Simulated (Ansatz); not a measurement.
BH7Si2, SMILES `B[SiH2][SiH3]` at its PBE0-D4/def2-TZVP geometry, where that method's forces vanish. Charge 0, multiplicity 1.

```xyz
10

B    -1.6599   -0.9189    0.0952
Si   -0.5231    0.4886   -0.7300
Si    1.5053    0.2826    0.4507
H    -1.6360   -2.0436   -0.3091
H    -2.3071   -0.6880    1.0734
H    -1.0112    1.8817   -0.5309
H    -0.2174    0.2809   -2.1729
H     2.0905   -1.0691    0.2439
H     1.2819    0.4834    1.9075
H     2.4772    1.3023   -0.0277
```

(1) What forces (eV/Å) does r2SCAN-D4/def2-TZVPP give on these atoms in the Gaussian-basis code of Ansatz? (Best estimate.)

Answers

(1) Computed: 
```
B1   0.016  0.008  0.001
Si2 -0.076 -0.018 -0.018
Si3  0.025 -0.014  0.025
H4  -0.001  0.032  0.019
H5   0.021 -0.014 -0.027
H6   0.021 -0.011  0.000
H7   0.013  0.008  0.018
H8  -0.011  0.030  0.005
H9   0.007 -0.002 -0.032
H10 -0.016 -0.018  0.008
```
